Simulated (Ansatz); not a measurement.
Input for Ansatz (development build ahead of 0.2.0):

```yaml
crystal:
  periodic: [false, false, false]
  atoms:
    - { symbol: C, position_ang: [0.0, 0.0, 0.0] }
    - { symbol: C, position_ang: [0.0, 0.0, 1.404] }
basis:
  gaussian: { orbitals: def2-SVP }
total_charge: 1
magnetization:
  spin_polarized: true
  initial_magnetization: 3
hamiltonian:
  xc: hf
correlation:
  method: mp2
  frozen_orbitals: { C: 1 }
scf:
  omitted_lower_state_checks: [starts, atomic_configurations, cluster_reference, orbital_swaps, given_window_search, neighbouring_geometries, increment]
```

The input is written out in the form of the current development build from the run's settings.

Results

```json
{
 "Converged": "yes",
 "Reference energy": "-75.03625 hartree",
 "Correlation energy": "-0.12219 hartree",
 "Total energy": "-75.15845 hartree",
 "Spin squared of the determinant": "3.909",
 "Stability test": "minimum"
}
```

Messages of the program:
```
mean field -2041.84048075 eV, -75.0362536583 hartree, gradient 2.6e-6 eV, S^2 3.909392; 1 other ends of a descent, 0 dependent functions left out
```

Caution: the unrestricted determinant is spin contaminated; the determinant may break the point group; another reference gives a lower total.
